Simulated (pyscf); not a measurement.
# Routes from boric acid (HO–B(OH)–OH) + methane (CH₄)

Candidate steps break at most two bonds and form at most two. Each was searched with GFN2-xTB (tblite) first. PySCF, gas phase, ωB97X-D3(BJ)/def2-SVP geometries. Energies: ωB97M-D3(BJ)/def2-TZVP, eV, from the separated reactants, singlet surface; ΔG‡ with ideal gas, 1 atm, RRHO with modes under 100 cm⁻¹ raised to 100, one conformer, R ln 2 for chiral ones without a mode under 150 cm⁻¹.

```json
[
 {"products": "H₂O + H₃C–B(OH)–OH", "type": "four-centre exchange", "ΔE‡": "2.89", "ΔE": "+1.33", "ΔG‡ 298 K": "3.17", "ΔG‡ 900 K": "3.90", "ν‡ (cm⁻¹)": "1444i"},
 {"products": "H₃C–OH + HO–BH–OH", "type": "four-centre exchange", "ΔE‡": "5.12", "ΔE": "+2.36", "ΔG‡ 298 K": "5.42", "ΔG‡ 900 K": "6.16", "ν‡ (cm⁻¹)": "1074i"}
]
```

Row 1: On the product side the descent ends in a complex, 0.18 eV under the separated species and 1.78 eV under the saddle at ωB97X-D3(BJ)/def2-TZVP. Row 2: On the product side the descent ends in a complex (not fully relaxed), 0.19 eV under the separated species and 3.03 eV under the saddle at ωB97X-D3(BJ)/def2-TZVP. 

Plain bond fissions and candidates not yet searched are not listed, and one of them may be faster. Each barrier is that of the saddle found; lower ones may exist.
